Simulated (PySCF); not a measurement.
Molecule: `O=P([O-])([O-])[O-]`, [O4P]3-.

Atoms are numbered as in `[O:1]=[P:2]([O-:3])([O-:4])[O-:5]`.

Geometry PBE0-D3(BJ)/def2-SVP throughout; GIAO in PySCF, gas phase, one conformer, non-relativistic; equivalent atoms averaged; functional PBE0.

Question: How do the absolute shieldings σ depend on the basis set? (ppm; last column core-seconds on 1 thread of an Arm Neoverse V1, shared host)

Answer: 
```csv
basis set,functions,O1/O3/O4/O5,P2,core-s
STO-3G,29,377.8,528.4,1.3
6-31G,49,221.3,330.2,2.5
6-31G*,74,223.3,351.7,3.4
def2-SVP,74,228.0,360.0,3.1
"6-311+G(2d,p)",143,196.6,258.2,7.7
def2-TZVP,161,205.7,251.3,8.9
```

Question: Which nucleus moves most, in ppm?

Answer: P2 (phosphorus bonded to 4 O): from 251.3 ppm with def2-TZVP to 528.4 ppm with STO-3G. The smallest spread is 181.2 ppm, at O1/O3/O4/O5.

Question: Taking the largest basis, def2-TZVP (161 functions), as the yardstick, rank the others by their worst heavy-atom deviation.

Answer: 6-311+G(2d,p) 9.2 ppm (143 functions), 6-31G 78.9 ppm (49 functions), 6-31G* 100.4 ppm (74 functions), def2-SVP 108.7 ppm (74 functions), STO-3G 277.1 ppm (29 functions).

A small basis that lands close on one nucleus may do so by chance; judge by the trend and by all nuclei.
